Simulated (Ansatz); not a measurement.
## Molecular dynamics of C4H6FN

Input:

```yaml
crystal:
  periodic: [false, false, false]
  atoms:
    - { symbol: F, position_ang: [0.217853, -1.438445, -2.455517] }
    - { symbol: H, position_ang: [0.253812, -0.730798, -1.74192] }
    - { symbol: C, position_ang: [0.458973, 0.753579, -0.53522] }
    - { symbol: C, position_ang: [-0.931811, 0.766732, -0.188644] }
    - { symbol: C, position_ang: [-1.091616, 0.015993, 0.963027] }
    - { symbol: "N", position_ang: [0.175846, -0.440649, 1.342185] }
    - { symbol: C, position_ang: [1.131994, 0.016513, 0.434565] }
    - { symbol: H, position_ang: [0.930466, 1.312984, -1.350333] }
    - { symbol: H, position_ang: [-1.731492, 1.27029, -0.740984] }
    - { symbol: H, position_ang: [-1.980518, -0.242067, 1.549181] }
    - { symbol: H, position_ang: [0.373971, -1.053171, 2.167161] }
    - { symbol: H, position_ang: [2.192522, -0.23096, 0.5565] }
basis:
  gaussian: { orbitals: STO-3G }
hamiltonian:
  xc: lda
md:
  timestep: 0.5
  n_steps: 400
  ensemble: nve
  temperature: 1000.0
  initial_velocities: maxwell_boltzmann
  seed: 556392
  masses: [{ species: H, mass: 2.014 }]
```

Launched with:

```bash
$ ansatz run input.yaml --threads 1 --pin off --max-ram 2048MiB --backend cpu --events-out ev --progress --plain --runs-dir out
```

It starts from a relaxed structure.

Output, in part (step lines, the closing report, with atoms numbered from 0):

```
md step     0: t =     0.00 fs  T =  1000.0 K  F+E_penalty+E_count = -8270.33234378 eV  E_kin = 1.292600 eV  conserved = -8269.03974380 eV  (24 SCF iters)
md step     1: t =     0.50 fs  T =   987.7 K  F+E_penalty+E_count = -8270.31616058 eV  E_kin = 1.276664 eV  conserved = -8269.03949697 eV  (29 SCF iters)
md step     2: t =     1.00 fs  T =   953.3 K  F+E_penalty+E_count = -8270.27126317 eV  E_kin = 1.232286 eV  conserved = -8269.03897670 eV  (29 SCF iters)
md step     3: t =     1.50 fs  T =   903.0 K  F+E_penalty+E_count = -8270.20555605 eV  E_kin = 1.167251 eV  conserved = -8269.03830503 eV  (29 SCF iters)
md step     4: t =     2.00 fs  T =   844.6 K  F+E_penalty+E_count = -8270.12939737 eV  E_kin = 1.091768 eV  conserved = -8269.03762926 eV  (29 SCF iters)
md step     5: t =     2.50 fs  T =   786.2 K  F+E_penalty+E_count = -8270.05330347 eV  E_kin = 1.016217 eV  conserved = -8269.03708695 eV  (29 SCF iters)
md step     6: t =     3.00 fs  T =   734.2 K  F+E_penalty+E_count = -8269.98579283 eV  E_kin = 0.949019 eV  conserved = -8269.03677354 eV  (29 SCF iters)
md step     7: t =     3.50 fs  T =   692.5 K  F+E_penalty+E_count = -8269.93188234 eV  E_kin = 0.895161 eV  conserved = -8269.03672134 eV  (29 SCF iters)
[... lines left out ...]
md step   397: t =   198.50 fs  T =   485.1 K  F+E_penalty+E_count = -8269.66492950 eV  E_kin = 0.626985 eV  conserved = -8269.03794425 eV  (29 SCF iters)
md step   398: t =   199.00 fs  T =   487.3 K  F+E_penalty+E_count = -8269.66783808 eV  E_kin = 0.629907 eV  conserved = -8269.03793144 eV  (30 SCF iters)
md step   399: t =   199.50 fs  T =   486.3 K  F+E_penalty+E_count = -8269.66646024 eV  E_kin = 0.628597 eV  conserved = -8269.03786351 eV  (30 SCF iters)
md step   400: t =   200.00 fs  T =   482.8 K  F+E_penalty+E_count = -8269.66179423 eV  E_kin = 0.624006 eV  conserved = -8269.03778796 eV  (25 SCF iters)
Total energy: -8269.66181844 eV, -303.9044664496 hartree
Atom 0 at    -0.601408    -1.654267    -2.854029 Å, force     0.382070     0.263462     0.418657 eV/Å
Atom 1 at    -0.030203    -1.201020    -2.153031 Å, force    -0.411860    -0.161960    -0.293966 eV/Å
Atom 2 at     0.848529     1.025004    -0.137324 Å, force     1.090752     0.939279    -0.421331 eV/Å
Atom 3 at    -0.483652     0.620711    -0.393209 Å, force     1.005201    -1.016374    -0.413036 eV/Å
Atom 4 at    -0.854154    -0.328580     0.533594 Å, force    -0.730469    -0.450701     1.813063 eV/Å
Atom 5 at     0.168127    -0.320398     1.512184 Å, force    -0.907748    -1.160108    -0.403678 eV/Å
Atom 6 at     1.248412     0.423421     1.052909 Å, force     0.088193     1.581914     0.995050 eV/Å
Atom 7 at     1.517073     1.702327    -0.750156 Å, force    -1.086852    -0.591569     0.770377 eV/Å
Atom 8 at    -1.051851     0.897388    -1.235930 Å, force    -1.068385     0.449733    -1.584543 eV/Å
Atom 9 at    -1.773816    -0.970587     0.682139 Å, force     1.014091     0.875433    -0.263034 eV/Å
Atom 10 at     0.163297    -0.922591     2.372887 Å, force     0.072263     0.108788    -0.131605 eV/Å
Atom 11 at     1.889802     0.900690     1.821023 Å, force     0.552745    -0.837897    -0.485954 eV/Å
Dipole moment:     0.089068    -0.081526     0.563990 e Å
```

The steps, from the saved trajectory:

| time (fs) | T (K) | potential energy less start (eV) | conserved less start (meV/atom) |
| --- | --- | --- | --- |
| 0.0 | 1000 | 0.000 | 0.00 |
| 6.5 | 562 | 0.568 | 0.11 |
| 13.0 | 427 | 0.741 | 0.10 |
| 19.5 | 617 | 0.495 | 0.08 |
| 26.0 | 620 | 0.492 | 0.09 |
| 32.5 | 538 | 0.598 | 0.09 |
| 39.0 | 524 | 0.616 | 0.11 |
| 45.5 | 472 | 0.684 | 0.10 |
| 52.0 | 455 | 0.706 | 0.11 |
| 58.5 | 644 | 0.462 | 0.08 |
| 65.0 | 588 | 0.534 | 0.10 |
| 71.5 | 517 | 0.625 | 0.09 |
| 78.0 | 512 | 0.632 | 0.11 |
| 84.5 | 580 | 0.544 | 0.09 |
| 91.0 | 618 | 0.496 | 0.11 |
| 97.5 | 695 | 0.395 | 0.07 |
| 104.0 | 505 | 0.642 | 0.13 |
| 110.5 | 426 | 0.744 | 0.15 |
| 117.0 | 642 | 0.464 | 0.11 |
| 123.5 | 628 | 0.482 | 0.14 |
| 130.0 | 479 | 0.675 | 0.16 |
| 136.5 | 468 | 0.690 | 0.15 |
| 143.0 | 554 | 0.578 | 0.16 |
| 149.5 | 500 | 0.648 | 0.14 |
| 156.0 | 465 | 0.693 | 0.19 |
| 162.5 | 598 | 0.522 | 0.14 |
| 169.0 | 445 | 0.719 | 0.16 |
| 175.5 | 340 | 0.856 | 0.19 |
| 182.0 | 571 | 0.557 | 0.17 |
| 188.5 | 514 | 0.630 | 0.18 |
| 195.0 | 455 | 0.706 | 0.19 |

The run went to its last step. The conserved energy stayed within 0.29 meV per atom of its start (net change 0.16 meV per atom), so the integration is sound. The temperature averaged 0.50 of the 1000 K drawn at the start: a run that starts near a minimum puts about half its kinetic energy into the potential. A run of 0.2 ps of so small a system gives no equilibrium averages. Limits of this set-up: minimal basis.

The same pairs are bonded in the first frame and the last. Pairs count as bonded within 1.25 times the sum of covalent radii (0.12 Å more for H–H).

Last frame:

```xyz
12
Properties=species:S:1:pos:R:3
F -0.601 -1.654 -2.854
H -0.030 -1.201 -2.153
C 0.849 1.025 -0.137
C -0.484 0.621 -0.393
C -0.854 -0.329 0.534
N 0.168 -0.320 1.512
C 1.248 0.423 1.053
H 1.517 1.702 -0.750
H -1.052 0.897 -1.236
H -1.774 -0.971 0.682
H 0.163 -0.923 2.373
H 1.890 0.901 1.821
```

The run took 12 min on 1 thread of Arm Neoverse V1, with other jobs on the host, peak memory 0.092 GiB.
